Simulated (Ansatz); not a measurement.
Relaxing SbP₂

Theory: DFT r2SCAN, scalar-relativistic, plane waves, PAW in Ansatz 0.2.0. Cutoff 500 eV, Γ-centred k mesh, Gaussian smearing, no spin polarisation in the final step.

The start puts SbP₂ on the Cu2Sb structure type (P4/nmm, No. 129), with P in place of Cu, at a guessed volume.

```
CELL_PARAMETERS angstrom
4.22799 0.00000 0.00000
0.00000 4.22799 0.00000
0.00000 0.00000 6.45108
ATOMIC_POSITIONS crystal
Sb 0.00000 0.50000 0.70000
Sb 0.50000 0.00000 0.30000
P 0.00000 0.00000 0.00000
P 0.50000 0.50000 0.00000
P 0.00000 0.50000 0.27000
P 0.50000 0.00000 0.73000
```

Steps on the 10×10×6 mesh (6 atoms). 12 of 16 steps are shown, and the free energy counts from the last. Trial steps that were taken back and renewals of the plane-wave basis can be among the rows.

| step | ΔF (meV/atom) | V (Å³/atom) | P (GPa) | largest force component (eV/Å) |
| --- | --- | --- | --- | --- |
| 1 | 638.4 | 19.22 | 1.74 | 0.253 |
| 2 | 627.1 | 20.16 | -1.94 | 0.503 |
| 4 | 510.3 | 21.59 | -5.96 | 1.148 |
| 5 | 447.2 | 22.57 | -8.12 | 0.822 |
| 6 | 322.9 | 21.78 | -7.20 | 1.302 |
| 8 | 125.7 | 19.79 | -0.02 | 1.372 |
| 9 | 26.3 | 19.70 | 1.82 | 0.648 |
| 11 | 21.4 | 20.62 | 3.14 | 0.277 |
| 12 | 1.1 | 21.02 | -0.78 | 0.074 |
| 13 | 0.4 | 20.82 | 0.22 | 0.056 |
| 15 | 0.2 | 20.85 | 0.00 | 0.000 |
| 16 | 0.0 | 20.85 | 0.00 | 0.000 |

A final relaxation ran on a 8×8×6 mesh. The relaxed crystal, P4/nmm (No. 129):

```
Sb P
1.0
     4.45874    0.00000    0.00000
     0.00000    4.45874    0.00000
     0.00000    0.00000    6.36277
Sb P
2 4
Direct
  0.00000 0.50000 0.51116
  0.50000 0.00000 0.48884
  0.00000 0.00000 0.00000
  0.50000 0.50000 0.00000
  0.00000 0.50000 0.10439
  0.50000 0.00000 0.89561
```

For SbP₂, the volume per atom is 21.08 Å³ and the density is 4.82 g/cm³. The energy over the elements is 0.20 eV/atom. The gap on the 8×8×6 mesh is 0 eV (a metal).

Energies over the elements count from the elements' standard structures at the same level, with no empirical corrections.

The final run used a 8×8×6 mesh on its 6-atom cell and 0.10 eV smearing. For metals, differences of a few meV/atom aren't resolved. Spin–orbit coupling is left out.

Symmetry constrained the relaxation, so the result can be a saddle point.

Cost: 3 runs of about 13 core-minutes in all, on Arm Neoverse V2 (shared hosts).